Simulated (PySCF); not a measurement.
Structure with atom numbers: `[CH:1]#[C:2][C:3](=[O:4])[OH:5]`. Each H is labelled by its parent atom.

GIAO PBE0/pcSseg-1 shifts (PySCF, gas phase, non-relativistic, equivalent atoms averaged), each against references optimised in the same way as the molecule (TMS, H2O).

On the GFN2-xTB geometry: C3 157.2, C1 84.6, C2 77.9, O4 460.8, O5 217.6, H(O5) 6.38, H(C1) 2.36 ppm.

What changes on the PBE0-D3(BJ)/def2-SVP geometry?

## Answers


```
atoms  δ (ppm)  change
   C3    155.1    -2.1
   C1     83.5    -1.1
   C2     76.4    -1.5
   O4    455.8    -5.0
   O5    218.4    +0.8
H(O5)     5.93   -0.45
H(C1)     2.74   +0.38
```

Bonds between heavy atoms that differ most (equivalent bonds averaged): C1–C2 1.199 → 1.210 Å, C2–C3 1.442 → 1.453 Å, C3–O5 1.338 → 1.335 Å. Mean change of bonds to hydrogen: C–H +0.025 Å, O–H +0.000 Å.
